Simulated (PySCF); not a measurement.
Species: cyclohexene, C6H10.
Bonds: C1–C2 (double), C2–C3, C3–C4, C4–C5, C5–C6, C1–C6. Hydrogens: H7 on C1; H8 on C2; H9, H10 on C3; H11, H12 on C4; H13, H14 on C5; H15, H16 on C6.

Computed geometry: GFN2-xTB, gas phase.

Task: List the bond lengths, angles and torsions at this level.

Result: 
```tsv
bond	length (Å)	order
C1=C2	1.322	double
C3–C4, C5–C6	1.527	single
C4–C5	1.525	single
C1–C6, C2–C3	1.498	single
C1–H7, C2–H8	1.082	single
C3–H9 and 3 like bonds	1.094	single
C4–H11 and 3 like bonds	1.092	single
```

Bonds in one row agree within 0.01 Å and their mean is given. Orders are formal, as drawn. A selection of angles:
```tsv
angle	degrees
C2–C1–C6	123.5
C2–C1–H7	120.5
C6–C1–H7	116.0
C2–C3–C4	111.4
C2–C3–H9	109.6
C4–C3–H9	110.2
H9–C3–H10	107.0
C3–C4–C5	109.8
C3–C4–H11	109.5
C5–C4–H11	109.1
H11–C4–H12	108.0
```

Torsions: C6–C1–C2–C3 0° (synperiplanar); C1–C2–C3–C4 16° (synperiplanar); C2–C3–C4–C5 -47° (synclinal); C3–C4–C5–C6 64° (synclinal); C4–C5–C6–C1 -47° (synclinal); C2–C1–C6–C5 16° (synperiplanar). The mirror-image conformer, all signs reversed, is as good.

The 6-membered ring C1–C2–C3–C4–C5–C6 has internal angles of 109.8° to 123.5°; it is puckered, 0.21 Å rms from its mean plane, widest ring torsion 64°. Of the pairs four or more bonds apart, C1···H11 is among the closest relative to their van der Waals radii: 3.04 Å, 105 % of the sum of Bondi's values. The C–C distances run from 1.322 Å (C1=C2, drawn double) to 1.527 Å (C5–C6, drawn single), a spread of 0.205 Å.

Point group: C2 (tolerance 0.08 Å). Whether it is a minimum is left open (no frequencies). The numbers are those of one conformer.
